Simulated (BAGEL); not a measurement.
# singlet BH2SO+ at 5 levels

Aim: a comparison of 5 runs (HF/aug-cc-pVDZ, B3LYP/6-31G*, B3LYP/aug-cc-pVDZ, PBE0/aug-cc-pVDZ, RI-MP2/aug-cc-pVDZ) of singlet BH2SO+. 

The calculation is run with BAGEL 1.2.2.

## Step 1: The system as given

BH2SO+: 5 atoms, total charge +1, spin state singlet. As SMILES of the parent species, `O[B]S`. The shape is that of a PBE0-D4/def2-TZVP optimisation. This is one conformer, not always the lowest. That shape belongs to the parent species and isn't relaxed for this state.

Bond lengths: O1–B2 1.334 Å, B2–S3 1.785 Å, O1–H4 0.966 Å, S3–H5 1.356 Å. Angles: O1–B2–S3 132.0°, B2–O1–H4 116.7°, B2–S3–H5 99.8°.

## Step 2: A single-point energy at HF/aug-cc-pVDZ (density fitting with qzvpp-jkfit) (run 1)

calc.json

```json
{ "bagel": [

{
  "title": "molecule",
  "basis": "aug-cc-pvdz.json",
  "df_basis": "qzvpp-jkfit",
  "angstrom": true,
  "geometry": [
    { "atom": "O", "xyz": [   -1.294700,   -0.054700,   -0.435600 ] },
    { "atom": "B", "xyz": [   -0.454300,    0.825600,    0.109700 ] },
    { "atom": "S", "xyz": [    1.253800,    0.694200,    0.611100 ] },
    { "atom": "H", "xyz": [   -0.947100,   -0.940000,   -0.604700 ] },
    { "atom": "H", "xyz": [    1.492100,   -0.598600,    0.278200 ] }
  ]
},
{ "title": "hf", "charge": 1 },
{ "title": "print", "file": "orbitals.molden", "orbitals": true }

]}
```

The basis set aug-cc-pVDZ is read from a file made from the Basis Set Exchange's data (not shown).

On the command line:

```
BAGEL_NUM_THREADS=1 BAGEL calc.json > calc.out
```

The program printed:

```text
* using 1 threads per process

  ===============================================================
  ===============================================================

  *** Geometry ***

  { "atom" : "O", "xyz" : [     -2.446628,     -0.103368,     -0.823165 ] },
  { "atom" : "B", "xyz" : [     -0.858503,      1.560158,      0.207303 ] },
  { "atom" : "S", "xyz" : [      2.369339,      1.311848,      1.154812 ] },
  { "atom" : "H", "xyz" : [     -1.789760,     -1.776343,     -1.142717 ] },
  { "atom" : "H", "xyz" : [      2.819660,     -1.131190,      0.525722 ] },

  Number of auxiliary basis functions:      316

  Since a DF basis is specified, we compute 2- and 3-index integrals:
    o Being stored without compression. Storage requirement is 0.021 GB

  Number of basis functions:       91
  Number of electrons      :       31

    * METHOD: MOLECULE                             0.09

  *** RHF ***

  === Nuclear Repulsion ===
    80.8497724227

      * DIIS with orbital gradients will be used.

  === RHF iteration (aug-cc-pvdz.json) ===
      0       -497.75731236          0.01858321           0.02
      1       -497.88114048          0.01582275           0.02
      2       -497.97622563          0.00219553           0.02
      3       -497.97873177          0.00054080           0.02
      4       -497.97890660          0.00018913           0.02
      5       -497.97893101          0.00004837           0.02
      6       -497.97893386          0.00002139           0.02
      7       -497.97893446          0.00000793           0.02
      8       -497.97893455          0.00000270           0.02
      9       -497.97893456          0.00000093           0.02
     10       -497.97893456          0.00000027           0.02
     11       -497.97893456          0.00000009           0.02
     12       -497.97893456          0.00000003           0.02
     13       -497.97893456          0.00000001           0.02
    * SCF iteration converged.

    * Permanent dipole moment:
           (    0.421433,     0.235543,     0.208302) a.u.

    * METHOD: HF                                   0.41

    * METHOD: PRINT                                0.02

  ===============================================================
```

Wall time 0.64 s (1 thread of Arm Neoverse V2, shared host).

## Step 3: A single-point energy at B3LYP/6-31G(d) (density fitting with qzvpp-jkfit, spherical functions) (run 2)

input.json

```json
{ "bagel" : [

{
  "title" : "molecule",
  "basis" : "6-31gs.json",
  "df_basis" : "qzvpp-jkfit",
  "angstrom" : true,
  "geometry" : [
    { "atom" : "O", "xyz" : [      -1.294700,      -0.054700,      -0.435600 ] },
    { "atom" : "B", "xyz" : [      -0.454300,       0.825600,       0.109700 ] },
    { "atom" : "S", "xyz" : [       1.253800,       0.694200,       0.611100 ] },
    { "atom" : "H", "xyz" : [      -0.947100,      -0.940000,      -0.604700 ] },
    { "atom" : "H", "xyz" : [       1.492100,      -0.598600,       0.278200 ] }
  ]
},

{
  "title" : "ks",
  "xc_func" : "b3lyp",
  "charge" : 1
},

{
  "title" : "print",
  "file" : "orbitals.molden",
  "orbitals" : true
}

]}
```

The basis set 6-31G* is read from a file made from the Basis Set Exchange's data (not shown).

On the command line:

```
BAGEL_NUM_THREADS=1 BAGEL input.json > input.out
```

The program printed:

```text
* using 1 threads per process

  ===============================================================
  ===============================================================

  *** Geometry ***

  { "atom" : "O", "xyz" : [     -2.446628,     -0.103368,     -0.823165 ] },
  { "atom" : "B", "xyz" : [     -0.858503,      1.560158,      0.207303 ] },
  { "atom" : "S", "xyz" : [      2.369339,      1.311848,      1.154812 ] },
  { "atom" : "H", "xyz" : [     -1.789760,     -1.776343,     -1.142717 ] },
  { "atom" : "H", "xyz" : [      2.819660,     -1.131190,      0.525722 ] },

  Number of auxiliary basis functions:      316

  Since a DF basis is specified, we compute 2- and 3-index integrals:
    o Being stored without compression. Storage requirement is 0.006 GB

  Number of basis functions:       50
  Number of electrons      :       31

    * METHOD: MOLECULE                             0.07

  *** Kohn-Sham DFT ***

    * Removing 7823 points whose weight is below 1.00e-10
    * Grid points: 66707

  === Nuclear Repulsion ===
    80.8497724227

       - DIIS with orbital gradients will be used.

  === KS iteration (b3lyp / 6-31gs.json) ===
      0       -488.22303690          0.14107132           0.10
      1       -488.44984233          0.18480903           0.08
      2       -485.12336034          0.14320037           0.07
      3       -485.14394311          0.20145204           0.07
      4       -496.10290701          0.13396530           0.08
      5       -496.20994870          0.13047703           0.08
      6       -496.21479784          0.13039419           0.07
      7       -495.62955825          0.13725602           0.07
      8       -487.77446366          0.19079107           0.08
      9       -498.68235416          0.04217365           0.07
     10       -499.01073943          0.02027038           0.07
     11       -499.14522793          0.00275407           0.07
     12       -499.14729499          0.00099422           0.07
     13       -499.14747853          0.00019646           0.07
     14       -499.14748492          0.00008646           0.07
     15       -499.14748647          0.00001283           0.07
     16       -499.14748649          0.00000141           0.07
     17       -499.14748649          0.00000081           0.07
     18       -499.14748649          0.00000016           0.07
     19       -499.14748649          0.00000005           0.07
     20       -499.14748649          0.00000003           0.07
     21       -499.14748649          0.00000001           0.08
    * SCF iteration converged.

    * Permanent dipole moment:
           (    0.449522,     0.457095,     0.287224) a.u.

    * METHOD: KS                                   1.85

    * METHOD: PRINT                                0.01

  ===============================================================
```

Wall time 2 s (1 thread of Arm Neoverse V2, shared host); peak memory 0.19 GiB.

Run 3 isn't shown in full; the table further down has it.

## Step 4: A single-point energy at PBE0/aug-cc-pVDZ (density fitting with qzvpp-jkfit) (run 4)

job.json

```json
{ "bagel" : [

{
  "title" : "molecule",
  "basis" : "aug-cc-pvdz.json",
  "df_basis" : "qzvpp-jkfit",
  "angstrom" : true,
  "geometry" : [
    { "atom" : "O", "xyz" : [      -1.294700,      -0.054700,      -0.435600 ] },
    { "atom" : "B", "xyz" : [      -0.454300,       0.825600,       0.109700 ] },
    { "atom" : "S", "xyz" : [       1.253800,       0.694200,       0.611100 ] },
    { "atom" : "H", "xyz" : [      -0.947100,      -0.940000,      -0.604700 ] },
    { "atom" : "H", "xyz" : [       1.492100,      -0.598600,       0.278200 ] }
  ]
},

{ "title" : "ks", "xc_func" : "pbe0", "charge" : 1 },

{ "title" : "print", "file" : "orbitals.molden", "orbitals" : true }

]}
```

The basis set aug-cc-pVDZ is read from a file made from the Basis Set Exchange's data (not shown).

On the command line:

```
BAGEL_NUM_THREADS=1 BAGEL job.json > job.out
```

The program printed:

```text
* using 1 threads per process

  ===============================================================
  ===============================================================

  *** Geometry ***

  { "atom" : "O", "xyz" : [     -2.446628,     -0.103368,     -0.823165 ] },
  { "atom" : "B", "xyz" : [     -0.858503,      1.560158,      0.207303 ] },
  { "atom" : "S", "xyz" : [      2.369339,      1.311848,      1.154812 ] },
  { "atom" : "H", "xyz" : [     -1.789760,     -1.776343,     -1.142717 ] },
  { "atom" : "H", "xyz" : [      2.819660,     -1.131190,      0.525722 ] },

  Number of auxiliary basis functions:      316

  Since a DF basis is specified, we compute 2- and 3-index integrals:
    o Being stored without compression. Storage requirement is 0.021 GB

  Number of basis functions:       91
  Number of electrons      :       31

    * METHOD: MOLECULE                             0.09

  *** Kohn-Sham DFT ***

    * Removing 7823 points whose weight is below 1.00e-10
    * Grid points: 66707

  === Nuclear Repulsion ===
    80.8497724227

       - DIIS with orbital gradients will be used.

  === KS iteration (pbe0 / aug-cc-pvdz.json) ===
      0       -485.50680263          0.06947246           0.17
      1       -485.56134782          0.14723476           0.17
      2       -492.13904568          0.07508351           0.17
      3       -497.91734348          0.05105016           0.17
      4       -498.75831595          0.01733761           0.17
      5       -498.85385361          0.01344633           0.17
      6       -498.90935433          0.00536220           0.17
      7       -498.92083345          0.00160615           0.17
      8       -498.92176570          0.00043405           0.17
      9       -498.92182147          0.00005025           0.17
     10       -498.92182229          0.00001442           0.17
     11       -498.92182235          0.00000446           0.17
     12       -498.92182236          0.00000248           0.17
     13       -498.92182237          0.00000087           0.17
     14       -498.92182237          0.00000048           0.17
     15       -498.92182237          0.00000024           0.17
     16       -498.92182237          0.00000005           0.17
     17       -498.92182237          0.00000002           0.17
     18       -498.92182237          0.00000001           0.17
     19       -498.92182237          0.00000000           0.17
    * SCF iteration converged.

    * Permanent dipole moment:
           (    0.378269,     0.347672,     0.230007) a.u.

    * METHOD: KS                                   3.63

    * METHOD: PRINT                                0.01

  ===============================================================
```

Wall time 3.9 s (1 thread of Arm Neoverse V2, shared host); peak memory 0.29 GiB.

## Step 5: A single-point energy at RI-MP2/aug-cc-pVDZ (density fitting with qzvpp-jkfit) (run 5)

job.json

```json
{ "bagel": [

{
  "title": "molecule",
  "basis": "aug-cc-pvdz.json",
  "df_basis": "qzvpp-jkfit",
  "angstrom": true,
  "geometry": [
    { "atom": "O", "xyz": [      -1.294700,      -0.054700,      -0.435600 ] },
    { "atom": "B", "xyz": [      -0.454300,       0.825600,       0.109700 ] },
    { "atom": "S", "xyz": [       1.253800,       0.694200,       0.611100 ] },
    { "atom": "H", "xyz": [      -0.947100,      -0.940000,      -0.604700 ] },
    { "atom": "H", "xyz": [       1.492100,      -0.598600,       0.278200 ] }
  ]
},

{
  "title": "hf",
  "charge": 1
},

{
  "title": "mp2",
  "charge": 1,
  "ncore": 7
}

]}
```

The basis set aug-cc-pVDZ is read from a file made from the Basis Set Exchange's data (not shown).

On the command line:

```
BAGEL_NUM_THREADS=1 BAGEL job.json > job.out
```

The program printed:

```text
* using 1 threads per process

  ===============================================================
  ===============================================================

  *** Geometry ***

  { "atom" : "O", "xyz" : [     -2.446628,     -0.103368,     -0.823165 ] },
  { "atom" : "B", "xyz" : [     -0.858503,      1.560158,      0.207303 ] },
  { "atom" : "S", "xyz" : [      2.369339,      1.311848,      1.154812 ] },
  { "atom" : "H", "xyz" : [     -1.789760,     -1.776343,     -1.142717 ] },
  { "atom" : "H", "xyz" : [      2.819660,     -1.131190,      0.525722 ] },

  Number of auxiliary basis functions:      316

  Since a DF basis is specified, we compute 2- and 3-index integrals:
    o Being stored without compression. Storage requirement is 0.021 GB

  Number of basis functions:       91
  Number of electrons      :       31

    * METHOD: MOLECULE                             0.09

  *** RHF ***

  === Nuclear Repulsion ===
    80.8497724227

      * DIIS with orbital gradients will be used.

  === RHF iteration (aug-cc-pvdz.json) ===
      0       -497.75731236          0.01858321           0.02
      1       -497.88114048          0.01582275           0.02
      2       -497.97622563          0.00219553           0.02
      3       -497.97873177          0.00054080           0.02
      4       -497.97890660          0.00018913           0.02
      5       -497.97893101          0.00004837           0.02
      6       -497.97893386          0.00002139           0.02
      7       -497.97893446          0.00000793           0.02
      8       -497.97893455          0.00000270           0.02
      9       -497.97893456          0.00000093           0.02
     10       -497.97893456          0.00000027           0.02
     11       -497.97893456          0.00000009           0.02
     12       -497.97893456          0.00000003           0.02
     13       -497.97893456          0.00000001           0.02
    * SCF iteration converged.

    * Permanent dipole moment:
           (    0.421433,     0.235543,     0.208302) a.u.

    * METHOD: HF                                   0.41

  *** RHF ***

  === Nuclear Repulsion ===
    80.8497724227

      * DIIS with orbital gradients will be used.

  === RHF iteration (aug-cc-pvdz.json) ===
      0       -497.97893456          0.00000001           0.02
    * SCF iteration converged.

    * Permanent dipole moment:
           (    0.421433,     0.235543,     0.208302) a.u.

  === DF-MP2 calculation ===

    * freezing 7 orbitals
    * 3-index integral transformation done
    * assembly done

      MP2 correlation energy:   -0.3996287945      0.01

      MP2 total energy:       -498.3785633507

    * METHOD: MP2                                  0.07

  ===============================================================
```

It took 0.7 s on 1 thread of Arm Neoverse V2, shared host.

## Step 6: The series

```csv
run,level,frozen core orbitals,energy (Eh),HOMO energy (eV),LUMO energy (eV),HOMO–LUMO gap (eV),wall time
1,HF/aug-cc-pVDZ (density fitting with qzvpp-jkfit),–,-497.978935,-17.42,-6.91,10.51,0.64 s
2,"B3LYP/6-31G* (density fitting with qzvpp-jkfit, spherical functions)",–,-499.147486,-14.35,-10.91,3.44,2 s
3,B3LYP/aug-cc-pVDZ (density fitting with qzvpp-jkfit),–,-499.197067,-14.40,-10.93,3.47,4.2 s
4,PBE0/aug-cc-pVDZ (density fitting with qzvpp-jkfit),–,-498.921822,-14.65,-10.64,4.01,3.9 s
5,RI-MP2/aug-cc-pVDZ (density fitting with qzvpp-jkfit),7,-498.378563,–,–,–,0.7 s
```

## Step 7: Summary of results

```
                                          quantity          value
                               run 5: total energy  -498.37856 Eh
run 5: correlation energy (7 core orbitals frozen)     -399.6 mEh
```

Over runs 1, 2, 3, 4 the HOMO–LUMO gap runs from 3.44 eV (B3LYP/6-31G*) to 10.51 eV (HF/aug-cc-pVDZ). The two ends differ in method and basis. Totals of different functionals can't be ranked against each other. All runs together took 12 s, the longest 4.2 s.
